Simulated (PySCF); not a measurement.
Compound: 1-buten-3-yne, C4H4.
InChI=1S/C4H4/c1-3-4-2/h1,4H,2H2

Level of theory: MP2 and CCSD/aug-cc-pVDZ in PySCF, restricted Hartree–Fock reference, frozen core, non-relativistic, gas phase, PBE0-D3(BJ)/def2-SVP geometry.

E(HF) = -153.72524 Eh.

Q: How large is the problem?

A: 128 basis functions and 28 electrons; 4 orbitals frozen, which leaves o = 10 correlated occupied and v = 114 virtual orbitals. That is o·v = 1140 singles and o·v(o·v + 1)/2 = 650370 distinct closed-shell doubles amplitudes before symmetry; the costliest CCSD step grows as o²v⁴ = 1.7 × 10^10.

Q: What are the MP2 and CCSD correlation energies?

A: MP2 -0.5329 Eh and CCSD -0.5640 Eh, which gives totals of -154.25810 and -154.28928 Eh. That is 0.767 eV for each correlated electron at CCSD (1481 kJ/mol in all, 0.366 % of the total energy); MP2 gives 94.5 % of the CCSD value.

Q: What is the T1 diagnostic?

A: 0.0117, below the customary warning level of 0.02. It is the norm of the spatial-orbital singles amplitudes over the root of the number of correlated electrons, so the norm is 0.052.

Q: How does correlation change the dipole moment?

A: HF gives 0.53 D and CCSD (unrelaxed density) 0.37 D, a change of -0.16 D.

No triples correction and no basis-set extrapolation were made.
